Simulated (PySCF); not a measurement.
Removing an electron from methylthioborine

Species: methylthioborine, CH3BS.
Cartesian coordinates in Å at the PBE0-D3(BJ)/def2-SVP level; atoms count from 1:
```
atom  x, y, z in Å
C1    -0.5822    0.0451    0.0100
B2     0.9428   -0.0700   -0.0356
S3     2.5524   -0.1931   -0.0827
H4    -0.9496   -0.0786    1.0409
H5    -1.0484   -0.7300   -0.6183
H6    -0.9087    1.0306   -0.3575
```

Level: CAM-B3LYP/def2-SVPD (PySCF). Frontier orbitals with their largest atomic shares (Löwdin; up to four atoms above 4 %):

| orbital | ε (eV) | main atoms |
| --- | --- | --- |
| HOMO−3 | -13.78 | C1 49 %, H5 24 %, H6 12 %, B2 8 % |
| HOMO−2 | -11.72 | S3 63 %, B2 23 %, C1 10 % |
| HOMO−1 | -9.28 | ? |
| HOMO | -9.28 | ? |
| LUMO | 0.57 | B2 41 %, S3 36 %, C1 15 %, H6 5 % |
| LUMO+1 | 0.57 | B2 41 %, S3 36 %, C1 15 %, H5 4 % |
| LUMO+2 | 0.60 | B2 57 %, C1 14 %, S3 10 %, H6 7 % |

Question: What vertical ionisation energy does ΔSCF give, and how far is −ε(HOMO) from it?

Answer: ΔSCF: 10.42 eV (1006 kJ/mol; threshold wavelength 119 nm); ⟨S²⟩ of the doublet left behind is 0.753, against 0.75 for a pure doublet. −ε(HOMO) is 9.28 eV, 1.14 eV below it. For the exact functional −ε(HOMO) would equal the first vertical ionisation energy; CAM-B3LYP (range-separated hybrid) falls short of its own ΔSCF value by 11 %.

Question: On which atoms does the HOMO lie?

Answer: HOMO: S3 68 %, B2 27 %; HOMO−1: S3 68 %, B2 27 %. These 2 orbitals lie within 0.02 eV of one another; within a degenerate set any mixture serves as well, and the shares of a single orbital can change with the mixture. The HOMO−2 lies 2.44 eV lower.

Question: With α = 47.5 au, estimate the like-pair dispersion coefficient by London's formula C6 = (3/4)α²I.

Answer: I = 0.3831 Eh, so C6 ≈ 648 au, a rough estimate.

Question: Shift the occupied levels rigidly so that −ε(HOMO) equals the ΔSCF value. What binding energies result?

Answer: The shift is +1.14 eV: HOMO 10.42, HOMO−1 10.42, HOMO−2 12.86, HOMO−3 14.92 eV. A rigid shift is only a rough guide to the deeper ionisations.

Question: How many of the 10 lowest singlet excitations (vertical TDDFT, same level) lie below the ionisation energy?

Answer: All 10; they run from 5.38 to 8.49 eV.

Question: What total energies stand behind the ΔSCF value?

Answer: E(N) = -462.78775 Eh and E(N − 1) = -462.40466 Eh at the same geometry, 0.38309 Eh apart.

Geometry: PBE0-D3(BJ)/def2-SVP; no solvent, vibrations or thermal averaging.
